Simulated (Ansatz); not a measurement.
Ansatz (an electronic-structure program) input:
A basis named .json is the Basis Set Exchange file of that set.

Ansatz 0.2 input:
```yaml
crystal:
  periodic: [false, false, false]
  atoms:
    - {symbol: P, position_ang: [-0.00000000, -0.00000000, -0.99121818]}
    - {symbol: P, position_ang: [0.00000000, 0.00000000, 0.99121818]}
basis:
  gaussian:
    orbitals: aug-cc-pV_D+d_Z.json
total_charge: -1
magnetization: {spin_polarized: true, initial_magnetization: 1}
correlation: {method: ccsd_t, electrons: outside_noble_gas}
output: {forces: true}
```

### Question
Predict the final energy.

### Answer
-681.76224 Eh (CCSD(T)/aug-cc-pV(D+d)Z). The basis has 64 functions.
